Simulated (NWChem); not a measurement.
All runs are NWChem calculations. System: N (+1), charge 1, spin multiplicity 3. Its SCF solution wasn't tested for a lower state. Level: UHF/def2-TZVP.

Job file:

```
start mol
memory heap 200 mb stack 900 mb global 1100 mb
charge 1
geometry units angstroms nocenter noautoz
  N      0.000000     0.000000     0.000000
  symmetry group D2h
end
basis spherical
  * library def2-tzvp
end
scf
  uhf
  nopen 2
  maxiter 100
  thresh 1e-7
  semidirect memsize 60000000 filesize 0
  # guess.movecs holds the orbitals of an unrestricted PBE0 run
  vectors input guess.movecs output mol.movecs
end
task scf energy
```

NWChem printed:

```
             Northwest Computational Chemistry Package (NWChem) 7.3.0
             --------------------------------------------------------

                                NWChem Input Module
                                -------------------

 Scaling coordinates for geometry "geometry" by  1.889725989
 (inverse scale =  0.529177249)

                             Geometry "geometry" -> ""
                             -------------------------

 Output coordinates in angstroms (scale by  1.889725989 to convert to a.u.)

  No.       Tag          Charge          X              Y              Z
 ---- ---------------- ---------- -------------- -------------- --------------
    1 N                    7.0000     0.00000000     0.00000000     0.00000000

 Effective nuclear repulsion energy (a.u.)       0.0000000000

            Nuclear Dipole moment (a.u.)
            ----------------------------
        X                 Y               Z
 ---------------- ---------------- ----------------
     0.0000000000     0.0000000000     0.0000000000

      Symmetry information
      --------------------

 Group name             D2h
 Group number             26
 Group order               8
 No. of unique centers     1

      Symmetry unique atoms

     1


 Summary of "ao basis" -> "" (spherical)
 ------------------------------------------------------------------------------
       Tag                 Description            Shells   Functions and Types
 ---------------- ------------------------------  ------  ---------------------
 *                         def2-tzvp                  on all atoms

 Summary of "ao basis" -> "ao basis" (spherical)
 ------------------------------------------------------------------------------
       Tag                 Description            Shells   Functions and Types
 ---------------- ------------------------------  ------  ---------------------
 N                         def2-tzvp                11       31   5s3p2d1f

                                 NWChem SCF Module
                                 -----------------

  ao basis        = "ao basis"
  functions       =    31
  atoms           =     1
  alpha electrons =     4
  beta  electrons =     2
  charge          =   1.00
  wavefunction    = UHF
  use symmetry    = T
  symmetry adapt  = T

 Summary of "ao basis" -> "ao basis" (spherical)
 ------------------------------------------------------------------------------
       Tag                 Description            Shells   Functions and Types
 ---------------- ------------------------------  ------  ---------------------
 N                         def2-tzvp                11       31   5s3p2d1f

      Symmetry analysis of basis
      --------------------------

        ag          9
        au          1
        b1g         2
        b1u         5
        b2g         2
        b2u         5
        b3g         2
        b3u         5

 Forming initial guess at       0.1s

   Symmetry analysis of molecular orbitals - initial alpha
   -------------------------------------------------------

  Numbering of irreducible representations:

     1 ag          2 au          3 b1g         4 b1u         5 b2g
     6 b2u         7 b3g         8 b3u

  Orbital symmetries:

     1 ag          2 ag          3 b1u         4 b3u         5 b2u
     6 ag          7 b1u         8 b3u         9 b2u        10 ag
    11 b2g        12 b1g        13 b3g        14 ag

   Symmetry analysis of molecular orbitals - initial beta
   ------------------------------------------------------
[...]
 Vector    2  Occ=1.000000D+00  E=-1.622508D+00  Symmetry=ag
              MO Center=  2.5D-35, -1.2D-35,  1.6D-34, r^2= 5.0D-01
   Bfn.  Coefficient  Atom+Function         Bfn.  Coefficient  Atom+Function
  ----- ------------  ---------------      ----- ------------  ---------------
     4      0.563348  1 N  s                  3      0.488392  1 N  s
     2     -0.277955  1 N  s

 Vector    3  Occ=1.000000D+00  E=-1.116431D+00  Symmetry=b3u
              MO Center=  7.7D-34, -8.7D-38,  9.1D-34, r^2= 5.4D-01
   Bfn.  Coefficient  Atom+Function         Bfn.  Coefficient  Atom+Function
  ----- ------------  ---------------      ----- ------------  ---------------
     6      0.560803  1 N  px                 9      0.478035  1 N  px

 Vector    4  Occ=1.000000D+00  E=-1.116431D+00  Symmetry=b1u
              MO Center=  6.4D-34, -2.7D-37,  1.6D-32, r^2= 5.4D-01
   Bfn.  Coefficient  Atom+Function         Bfn.  Coefficient  Atom+Function
  ----- ------------  ---------------      ----- ------------  ---------------
     8      0.560803  1 N  pz                11      0.478035  1 N  pz

 Vector    5  Occ=0.000000D+00  E=-4.605861D-01  Symmetry=b2u
              MO Center=  5.7D-17,  6.0D-17,  2.2D-17, r^2= 8.2D-01
   Bfn.  Coefficient  Atom+Function         Bfn.  Coefficient  Atom+Function
  ----- ------------  ---------------      ----- ------------  ---------------
     7      0.443998  1 N  py                10      0.443884  1 N  py
    13      0.310422  1 N  py

 Vector    6  Occ=0.000000D+00  E= 1.525496D-02  Symmetry=ag
              MO Center=  1.7D-31,  6.2D-18, -8.1D-34, r^2= 2.8D+00
   Bfn.  Coefficient  Atom+Function         Bfn.  Coefficient  Atom+Function
  ----- ------------  ---------------      ----- ------------  ---------------
     5      2.010723  1 N  s                  4     -1.695487  1 N  s

 Vector    7  Occ=0.000000D+00  E= 1.087580D-01  Symmetry=b1u
              MO Center=  4.8D-18, -3.5D-22,  1.5D-16, r^2= 3.0D+00
   Bfn.  Coefficient  Atom+Function         Bfn.  Coefficient  Atom+Function
  ----- ------------  ---------------      ----- ------------  ---------------
    14      1.284666  1 N  pz                11     -0.603023  1 N  pz
     8     -0.243832  1 N  pz

                     UHF Final Beta Molecular Orbital Analysis
                     -----------------------------------------

 Vector    2  Occ=1.000000D+00  E=-1.305866D+00  Symmetry=ag
              MO Center= -8.7D-52, -5.8D-52, -4.7D-51, r^2= 5.6D-01
   Bfn.  Coefficient  Atom+Function         Bfn.  Coefficient  Atom+Function
  ----- ------------  ---------------      ----- ------------  ---------------
     4      0.565608  1 N  s                  3      0.423222  1 N  s
     2     -0.258983  1 N  s

 Vector    3  Occ=0.000000D+00  E=-4.041909D-01  Symmetry=b2u
              MO Center= -1.7D-53,  6.2D-39,  1.7D-51, r^2= 9.2D-01
   Bfn.  Coefficient  Atom+Function         Bfn.  Coefficient  Atom+Function
  ----- ------------  ---------------      ----- ------------  ---------------
     7      0.418991  1 N  py                10      0.418056  1 N  py
    13      0.368600  1 N  py

 Vector    4  Occ=0.000000D+00  E=-3.265277D-01  Symmetry=b1u
              MO Center=  2.0D-20,  1.0D-24, -6.1D-18, r^2= 1.0D+00
   Bfn.  Coefficient  Atom+Function         Bfn.  Coefficient  Atom+Function
  ----- ------------  ---------------      ----- ------------  ---------------
    14      0.443326  1 N  pz                 8      0.395417  1 N  pz
    11      0.374174  1 N  pz

 Vector    5  Occ=0.000000D+00  E=-3.265277D-01  Symmetry=b3u
              MO Center=  1.3D-19,  7.1D-24,  2.0D-19, r^2= 1.0D+00
   Bfn.  Coefficient  Atom+Function         Bfn.  Coefficient  Atom+Function
  ----- ------------  ---------------      ----- ------------  ---------------
    12      0.443326  1 N  px                 6      0.395417  1 N  px
     9      0.374174  1 N  px

 center of mass
 --------------
 x =   0.00000000 y =   0.00000000 z =   0.00000000

 moments of inertia (a.u.)
 ------------------
           0.000000000000           0.000000000000           0.000000000000
           0.000000000000           0.000000000000           0.000000000000
           0.000000000000           0.000000000000           0.000000000000

  Mulliken analysis of the total density
  --------------------------------------

    Atom       Charge   Shell Charges
 -----------   ------   -------------------------------------------------------
    1 N    7     6.00   0.83  1.15  0.78  1.07  0.17  0.99  0.87  0.14  0.00  0.00  0.00

  Mulliken analysis of the alpha density
  --------------------------------------

    Atom       Charge   Shell Charges
 -----------   ------   -------------------------------------------------------
    1 N    7     4.00   0.41  0.57  0.42  0.53  0.06  0.99  0.87  0.14  0.00  0.00  0.00

   Mulliken analysis of the beta density
   -------------------------------------

    Atom       Charge   Shell Charges
 -----------   ------   -------------------------------------------------------
    1 N    7     2.00   0.41  0.57  0.36  0.54  0.11  0.00  0.00  0.00  0.00  0.00  0.00

   Mulliken analysis of the spin density
   -------------------------------------

    Atom       Charge   Shell Charges
 -----------   ------   -------------------------------------------------------
    1 N    7     2.00  -0.00 -0.00  0.06 -0.01 -0.06  0.99  0.87  0.14  0.00  0.00  0.00

       Multipole analysis of the density wrt the origin
       ------------------------------------------------

     L   x y z        total         alpha         beta         nuclear
     -   - - -        -----         -----         ----         -------
     0   0 0 0      1.000000     -4.000000     -2.000000      7.000000

     1   1 0 0     -0.000000     -0.000000      0.000000      0.000000
     1   0 1 0      0.000000      0.000000      0.000000      0.000000
     1   0 0 1     -0.000000     -0.000000     -0.000000      0.000000

     2   2 0 0     -2.843331     -2.177780     -0.665551      0.000000
     2   1 1 0      0.000000      0.000000      0.000000      0.000000
     2   1 0 1      0.000000      0.000000      0.000000      0.000000
     2   0 2 0     -2.073676     -1.348553     -0.725123      0.000000
     2   0 1 1     -0.000000     -0.000000     -0.000000      0.000000
     2   0 0 2     -2.843331     -2.177780     -0.665551      0.000000

 Task  times  cpu:        0.2s     wall:        0.2s

 Total times  cpu:        0.2s     wall:        0.2s
```
